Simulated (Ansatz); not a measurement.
Born–Oppenheimer molecular dynamics of ClH5Si2 (8 atoms, charge 0, multiplicity 1). It goes on from the last frame of an earlier run, with new velocities.

Computed with RKS B3LYP-D4/6-31G* in Ansatz.

| Property | Result |
| --- | --- |
| ensemble | NVT, Nosé–Hoover chain |
| time step | 1 fs |
| steps asked | 166 |
| set temperature | 700 K |
| thermostat | time constant 100 fs, chain length 3 (defaults) |
| seed | 767903 |

First frame:

```xyz
8
Properties=species:S:1:pos:R:3
Si 0.104 -0.103 0.103
Cl -0.263 -0.147 2.185
H 1.506 0.351 -0.068
Si -1.370 1.494 -0.953
H -2.751 1.036 -1.364
H -1.449 2.612 -0.069
H -0.645 1.925 -2.173
H -0.085 -1.471 -0.399
```

**Question.** How far do the bonds stretch over the last three quarters of this one trajectory? (Pairs bonded in most of those frames.)

**Answer.** 
```json
{"bond": "Si1–Cl2", "mean (Å)": "2.087", "spread (Å)": "0.039", "shortest": "2.01", "longest": "2.15"}
{"bond": "Si1–H3", "mean (Å)": "1.504", "spread (Å)": "0.080", "shortest": "1.38", "longest": "1.63"}
{"bond": "Si1–Si4", "mean (Å)": "2.344", "spread (Å)": "0.080", "shortest": "2.22", "longest": "2.48"}
{"bond": "Si1–H8", "mean (Å)": "1.500", "spread (Å)": "0.070", "shortest": "1.39", "longest": "1.60"}
{"bond": "Si4–H5", "mean (Å)": "1.502", "spread (Å)": "0.064", "shortest": "1.39", "longest": "1.62"}
{"bond": "Si4–H6", "mean (Å)": "1.498", "spread (Å)": "0.062", "shortest": "1.40", "longest": "1.60"}
{"bond": "Si4–H7", "mean (Å)": "1.496", "spread (Å)": "0.051", "shortest": "1.42", "longest": "1.58"}
```

Mean temperature of the second half: 643 K. The conserved energy stayed within 2 meV per atom of its start (net change 0.42 meV per atom), so the integration is sound. A run of 0.17 ps of so small a system gives no equilibrium averages.

Run time: 8.6 min on 1 thread of Arm Neoverse V1 (shared host), peak memory 0.13 GiB.
